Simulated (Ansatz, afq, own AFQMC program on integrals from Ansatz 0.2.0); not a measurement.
## AlBH, doublet: AFQMC among the cluster methods

```xyz
3

B     0.0000   -0.5761    1.3832
Al    0.0000    0.2753   -0.5110
H     0.0000   -1.1898   -1.1572
```

Connectivity, by distances: B–AlH.

Basis 6-31G. Noble-gas cores (and the filled d shells of Ga–Kr and In–Xe) are frozen. Integrals, coupled cluster, full CI and functionals: Ansatz 0.2.0; the random walks run on the same integrals in our own AFQMC program. ph-AFQMC/CISD is guided by a CISD state made of CCSD amplitudes; releasing the constraint for a short imaginary time cuts its bias at the price of noise, slowly where states lie close. ± is one standard error of the sampling.

Determinant: ROHF, the one that the program's search chose, which needn't be the lowest solution. The geometry is a point of a scan.

Full CI on the same integrals is exact in this basis and with this determinant's frozen core.

Cautions: a spin-contaminated unrestricted determinant lies lower (UHF 1.09 eV lower, ⟨S²⟩ 1.62); the search met a lower determinant of the same kind, perhaps of another symmetry (155 meV lower), and this one is a saddle point; strong correlation (T1 0.086, weight of the determinant 0.75, largest double 0.24); the released energies are still falling, so no released level is given (meV from the phaseless value at times in 1/Eh: -6 ± 4 at 0.24, -18 ± 6 at 0.51, -26 ± 5 at 0.99, -28 ± 3 at 1.62, -1041 ± 1014 at 2.40).

```
T1 diagnostic                               : 0.0855
weight of the determinant in the CISD state : 0.754
size of the correlated space                : 7 electrons in 18 orbitals
```

Reference: full CI, correlation energy -3.516 eV. The cautions show a poor starting determinant, so the rows tell how each method copes with it here, and full CI is the sure value.

| level | E − E(reference) (kJ/mol) | share of correlation (%) |
| --- | --- | --- |
| HF | 339.3 | 0.00 |
| MP2 | 133.1 | 60.75 |
| CCSD | 21.7 | 93.59 |
| CCSD(T) | 6.2 | 98.17 |
| CCSDT | 1.6 | 99.54 |
| CCSDT(Q) | 0.4 | 99.89 |
| CCSDTQ | 0.1 | 99.97 |
| ph-AFQMC/CISD | 5.2 ± 0.4 | 98.47 |

CCSDT and higher add their correlation energy to the determinant of the CCSD(T) run, since their own runs factorise the integrals more tightly (a shift of under 2 meV). A walk keeps the symmetry of its determinant, which the program's search chose and which needn't be the lowest solution, so a lower state of the same spin and another symmetry isn't excluded.
